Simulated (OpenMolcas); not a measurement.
# B2NH5 (SMILES BNB): levels of theory compared

Aim: a comparison of 6 runs (HF/STO-3G, HF/3-21G, B3LYP/aug-cc-pVDZ, BHLYP/aug-cc-pVDZ, M06-2X/aug-cc-pVDZ, M06-L/aug-cc-pVDZ) of B2NH5. 

Program for the calculation: OpenMolcas 26.06.

## (1) The structure to begin with

The species is B2NH5 (8 atoms), meant as a singlet with charge 0. As SMILES, `BNB`. The coordinates come from a PBE0-D4/def2-TZVP relaxation.

Bond lengths: B1–N2 1.417 Å, N2–B3 1.417 Å, B1–H4 1.194 Å, B1–H5 1.197 Å, N2–H6 1.011 Å, B3–H7 1.197 Å, B3–H8 1.194 Å. Angles: B1–N2–B3 125.8°, B1–N2–H6 117.1°, B3–N2–H6 117.1°, N2–B1–H4 118.5°, N2–B1–H5 119.5°, N2–B3–H7 119.4°, N2–B3–H8 118.5°, H4–B1–H5 122.0°, H7–B3–H8 122.0°.

## (2) Energy and forces at HF/STO-3G (run 1)

Contents of run.input:

```
* B2H5N Hartree-Fock

&gateway
 baslib
 $CurrDir
 basisset
 B.STO-3G....
 B1 -0.828200 0.654900 -0.693300 angstrom
 B3 0.695200 -0.910900 0.567700 angstrom
 End of Basis
 basisset
 N.STO-3G....
 N2 0.260000 0.377700 0.170800 angstrom
 End of Basis
 basisset
 H.STO-3G....
 H4 -1.449400 -0.261400 -1.140100 angstrom
 H5 -1.097800 1.791200 -0.954100 angstrom
 H6 0.771000 1.169500 0.536500 angstrom
 H7 1.631600 -1.014200 1.305600 angstrom
 H8 0.109700 -1.864100 0.150900 angstrom
 End of Basis

&seward

&scf
 thresholds
 1e-10 1e-07 1e-07 1e-05
 prorbitals
 1 1

&alaska
```

The basis set STO-3G is read from a file made from the Basis Set Exchange's data (not shown).

Command:

```bash
export MOLCAS_MEM=1860
pymolcas run.input > run.log
```

Log:

```text
--- Start Module: gateway ---
[...]
--- Stop Module: gateway /rc=_RC_ALL_IS_WELL_ ---
[...]
      Basis functions           20
[...]
--- Start Module: scf ---
[...]
       Convergence after  10 Iterations
[...]
::    Total SCF energy                               -105.4578507222
[...]
      Total spin, S                                     0.0000000000
[...]
      Total electronic charge=   22.000000
      Total            charge=   -0.000000
[...]
      Dipole Moment (debye):
      Origin of the operator (angstrom)=    0.0522    0.0558    0.0221
                   X=  5.7579E-01               Y=  8.9301E-01               Z=  4.1229E-01           Total=  1.1397E+00
      Quadrupole Moment (debye*angstrom):
[...]
--- Stop Module: scf /rc=_RC_ALL_IS_WELL_ ---
--- Start Module: alaska ---
[...]
 *              Molecular gradients               *
 **************************************************
  Irreducible representation: a
 ------------------------------------------------------------------------------------------
                              X                       Y                       Z
 ------------------------------------------------------------------------------------------
  B1                1.08046529670771E-02   -2.48352040601763E-03    8.63538237298345E-03
  B3               -4.16452280187607E-03    1.29279506941558E-02   -3.86119004974850E-03
  N2                8.82324536958690E-03    1.35243320151908E-02    6.30804052789857E-03
  H4               -1.02687485100232E-02   -1.86155843824243E-02   -7.25457787109418E-03
  H5               -4.16856580703417E-03    2.21916420259394E-02   -4.25439752005519E-03
  H6               -6.73783116270421E-03   -1.04174993307375E-02   -4.82057938604807E-03
  H7                1.80887938226273E-02   -6.59326304167207E-04    1.42076147357522E-02
  H8               -1.23770238776533E-02   -1.64679943118986E-02   -8.96029280969146E-03
[...]
--- Stop Module: alaska /rc=_RC_ALL_IS_WELL_ ---
[...]
```

Run time: 1.8 s. Hardware: 1 thread of Arm Neoverse V2, shared host; peak memory 0.37 GiB.

## (3) Energy and forces at HF/3-21G (run 2)

Contents of calc.inp:

```
* B2H5N Hartree-Fock
&GATEWAY
BASLIB=$CurrDir
BASISSET
B.3-21G....
B1 -0.828200 0.654900 -0.693300 angstrom
B3 0.695200 -0.910900 0.567700 angstrom
End of Basis
BASISSET
N.3-21G....
N2 0.260000 0.377700 0.170800 angstrom
End of Basis
BASISSET
H.3-21G....
H4 -1.449400 -0.261400 -1.140100 angstrom
H5 -1.097800 1.791200 -0.954100 angstrom
H6 0.771000 1.169500 0.536500 angstrom
H7 1.631600 -1.014200 1.305600 angstrom
H8 0.109700 -1.864100 0.150900 angstrom
End of Basis
&SEWARD
&SCF
THRESHOLDS=1e-10 1e-07 1e-07 1e-05
PRORBITALS=1
&ALASKA
```

The basis set 3-21G is read from a file made from the Basis Set Exchange's data (not shown).

Command:

```bash
export MOLCAS_MEM=1860
pymolcas calc.inp > calc.log
```

Log:

```text
--- Start Module: gateway ---
[...]
--- Stop Module: gateway /rc=_RC_ALL_IS_WELL_ ---
[...]
      Basis functions           37
[...]
--- Start Module: scf ---
[...]
       Convergence after  11 Iterations
[...]
::    Total SCF energy                               -106.1906979302
[...]
      Total spin, S                                     0.0000000000
[...]
      Total electronic charge=   22.000000
      Total            charge=   -0.000000
[...]
      Dipole Moment (debye):
      Origin of the operator (angstrom)=    0.0522    0.0558    0.0221
                   X=  6.6410E-01               Y=  1.0300E+00               Z=  4.7547E-01           Total=  1.3145E+00
      Quadrupole Moment (debye*angstrom):
[...]
--- Stop Module: scf /rc=_RC_ALL_IS_WELL_ ---
--- Start Module: alaska ---
[...]
 *              Molecular gradients               *
 **************************************************
  Irreducible representation: a
 ------------------------------------------------------------------------------------------
                              X                       Y                       Z
 ------------------------------------------------------------------------------------------
  B1                1.32814898960678E-02   -3.34208108093903E-03    1.05987272666401E-02
  B3               -5.32452283433682E-03    1.58102945598921E-02   -4.88636455545288E-03
  N2               -9.73543398294963E-03   -1.52217872062099E-02   -6.97308297142696E-03
  H4               -5.99659823290466E-04   -4.03810055121845E-03   -3.12063982574440E-04
  H5                2.86054112624501E-04    3.83402745761385E-03    3.84524926472229E-05
  H6                2.17594471320948E-03    3.39222258677063E-03    1.55940227864315E-03
  H7                2.93487876426202E-03    1.13185023270834E-03    2.25968620466288E-03
  H8               -3.01875084561354E-03   -1.56642599861589E-03   -2.28475673313111E-03
[...]
--- Stop Module: alaska /rc=_RC_ALL_IS_WELL_ ---
[...]
```

It took 1.7 s on 1 thread of Arm Neoverse V2, shared host; peak memory 0.37 GiB.

## (4) Energy and gradient at B3LYP/aug-cc-pVDZ (run 3)

Contents of job.input:

```
>>> EXPORT MOLCAS_PRINT=2

&gateway
  baslib = $CurrDir
  coord
  8
  angstrom
  B       -0.828200       0.654900      -0.693300
  N        0.260000       0.377700       0.170800
  B        0.695200      -0.910900       0.567700
  H       -1.449400      -0.261400      -1.140100
  H       -1.097800       1.791200      -0.954100
  H        0.771000       1.169500       0.536500
  H        1.631600      -1.014200       1.305600
  H        0.109700      -1.864100       0.150900
  basis = aug-cc-pVDZ
  group = NoSym

&seward
  gridinput
  Grid=UltraFine
  End of Grid

&scf
  ksdft = B3LYP
  thresholds = 1e-10 1e-07 1e-07 1e-05
  prorbitals = 1 2

&alaska
```

The basis set aug-cc-pVDZ is read from a file made from the Basis Set Exchange's data (not shown).

Command:

```bash
export MOLCAS_MEM=1860
pymolcas job.input > job.log
```

Log:

```text
--- Start Module: gateway ---
[...]
--- Stop Module: gateway /rc=_RC_ALL_IS_WELL_ ---
[...]
      Basis functions          114
[...]
--- Start Module: scf ---
[...]
       Convergence after  12 Iterations
[...]
::    Total KS-DFT energy                            -107.5245599672
[...]
      Total spin, S                                     0.0000000000
[...]
      Total electronic charge=   22.000000
      Total            charge=   -0.000000
[...]
      Dipole Moment (debye):
      Origin of the operator (angstrom)=    0.0522    0.0558    0.0221
                   X=  6.1942E-01               Y=  9.6055E-01               Z=  4.4338E-01           Total=  1.2259E+00
      Quadrupole Moment (debye*angstrom):
[...]
--- Stop Module: scf /rc=_RC_ALL_IS_WELL_ ---
[...]
--- Start Module: alaska ---
[...]
 *              Molecular gradients               *
 **************************************************
  Irreducible representation: a
 ------------------------------------------------------------------------------------------
                              X                       Y                       Z
 ------------------------------------------------------------------------------------------
  B1                2.86459250435422E-03   -1.29057643878672E-03    2.34278453078796E-03
  N2                1.44803940295812E-04    1.04708288834132E-04    1.00310358286837E-04
  B3               -1.62192281158480E-03    3.34342624673134E-03   -1.44006892132076E-03
  H4                1.13801898363963E-03    1.36791304799866E-03    8.16945995700813E-04
  H5                3.72872082898823E-04   -1.71664927332849E-03    3.51338331324280E-04
  H6               -2.33427854745893E-03   -3.60089856556023E-03   -1.66942735051823E-03
  H7               -1.39041051897548E-03    1.15500595583073E-04   -1.08477582648936E-03
  H8                8.26324366847153E-04    1.67657609845584E-03    5.82892882175834E-04
[...]
--- Stop Module: alaska /rc=_RC_ALL_IS_WELL_ ---
[...]
```

Wall time 48 s (1 thread of Arm Neoverse V2, shared host); peak memory 0.69 GiB.

Runs 4 to 5 aren't shown in full; the table further down has their settings and results.

## (5) Energy and gradient at M06-L/aug-cc-pVDZ (run 6)

Contents of test.input:

```
>>> EXPORT MOLCAS_PRINT=2
&GATEWAY
BasLib=$CurrDir
Coord
8
angstrom
B       -0.828200       0.654900      -0.693300
N        0.260000       0.377700       0.170800
B        0.695200      -0.910900       0.567700
H       -1.449400      -0.261400      -1.140100
H       -1.097800       1.791200      -0.954100
H        0.771000       1.169500       0.536500
H        1.631600      -1.014200       1.305600
H        0.109700      -1.864100       0.150900
Basis=aug-cc-pVDZ
Group=NoSym
&SEWARD
GridInput
Grid=UltraFine
End of Grid
&SCF
KSDFT=M06L
Thresholds=1e-10 1e-07 1e-07 1e-05
PrOrbitals=1 1
&ALASKA
```

The basis set aug-cc-pVDZ is read from a file made from the Basis Set Exchange's data (not shown).

Command:

```bash
export MOLCAS_MEM=1860
pymolcas test.input > test.log
```

Log:

```text
--- Start Module: gateway ---
[...]
--- Stop Module: gateway /rc=_RC_ALL_IS_WELL_ ---
[...]
      Basis functions          114
[...]
--- Start Module: scf ---
[...]
       Convergence after  14 Iterations
[...]
::    Total KS-DFT energy                            -107.4950014985
[...]
      Total spin, S                                     0.0000000000
[...]
      Total electronic charge=   22.000000
      Total            charge=   -0.000000
[...]
      Dipole Moment (debye):
      Origin of the operator (angstrom)=    0.0522    0.0558    0.0221
                   X=  6.4867E-01               Y=  1.0059E+00               Z=  4.6432E-01           Total=  1.2838E+00
      Quadrupole Moment (debye*angstrom):
[...]
--- Stop Module: scf /rc=_RC_ALL_IS_WELL_ ---
[...]
--- Start Module: alaska ---
[...]
 *              Molecular gradients               *
 **************************************************
  Irreducible representation: a
 ------------------------------------------------------------------------------------------
                              X                       Y                       Z
 ------------------------------------------------------------------------------------------
  B1                6.49181310362401E-04   -1.23546502368721E-03    6.05466424376200E-04
  N2                1.11714278275965E-03    1.61283828704351E-03    7.96126341764181E-04
  B3               -1.13007259109965E-03    6.15883671640116E-04   -9.36147355427686E-04
  H4                4.98721028730387E-04    9.67504314458356E-04    3.33848003838400E-04
  H5                3.38399976818948E-04   -5.55415004832582E-04    2.73766926814356E-04
  H6               -1.63559905111943E-03   -2.51856938852546E-03   -1.16949434100744E-03
  H7               -4.82734541964014E-04    3.07696909688793E-04   -3.82362261322378E-04
  H8                6.44961085462858E-04    8.05526234203935E-04    4.78796260978354E-04
[...]
--- Stop Module: alaska /rc=_RC_ALL_IS_WELL_ ---
[...]
```

Wall time 73 s (1 thread of Arm Neoverse V2, shared host); peak memory 0.69 GiB.

## (6) All runs side by side

```
run               level  integration grid  energy (Eh)  dipole moment (D)  HOMO energy (eV)  LUMO energy (eV)  wall time
  1           HF/STO-3G                 –  -105.457851               1.14            -11.01              6.58      1.8 s
  2            HF/3-21G                 –  -106.190698               1.31            -12.69              2.76      1.7 s
  3   B3LYP/aug-cc-pVDZ         UltraFine  -107.524560               1.23             -8.99             -1.61       48 s
  4   BHLYP/aug-cc-pVDZ         UltraFine  -107.455087               1.18            -10.58             -0.33       44 s
  5  M06-2X/aug-cc-pVDZ         UltraFine  -107.463571               1.19            -10.50             -0.45       63 s
  6   M06-L/aug-cc-pVDZ         UltraFine  -107.495001               1.28             -7.92             -1.85       73 s
```

## (7) What came out

```
                       quantity          value
            run 6: total energy  -107.49500 Eh
           run 6: dipole moment         1.28 D
             run 6: HOMO energy       -7.92 eV
             run 6: LUMO energy       -1.85 eV
           run 6: HOMO–LUMO gap        6.07 eV
run 6: largest force on an atom     0.166 eV/Å
```

In words: The dipole moment (its size) runs from 1.14 D (HF/STO-3G) to 1.31 D (HF/3-21G). The HOMO–LUMO gap runs from 6.07 eV (M06-L/aug-cc-pVDZ) to 17.59 eV (HF/STO-3G). The two ends differ in method and basis. Totals of different functionals can't be ranked against each other. In run 1 the basis is minimal, so the values are rough. All runs together took 3.9 min, the longest 73 s.
